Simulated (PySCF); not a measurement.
# Ionisation energy of Cl by level of theory

Cl [Ne] 3s2 3p5 (2P) → Cl⁺ [Ne] 3s2 3p4 (3P), as a difference of total energies. All numbers are calculated (PySCF 2.14, the spin-free X2C one-electron Hamiltonian (Gaussian nucleus), in Sapporo-DZP-2012 (5s4p2d, 27 functions)). Correlated levels: valence: [Ne] frozen. The calculations carry no spin-orbit coupling.

```tsv
method	ionisation energy (eV)
UHF	11.762
BP86	13.077
M06-L	12.878
MP2 (valence)	12.485
SCS-MP2 (valence)	12.451
CCSD (valence)	12.404
CCSD(T) (valence)	12.414
```

Problem. How much does correlation contribute at CCSD(T) (valence)?

Solution. 12.414 − (11.762) = 0.652 eV, measured against UHF.

Errors of the correlated levels include the incompleteness of this basis and the frozen core.

For comparison: 12.974 eV (measured; NIST levels, between the centres of gravity of the two terms).
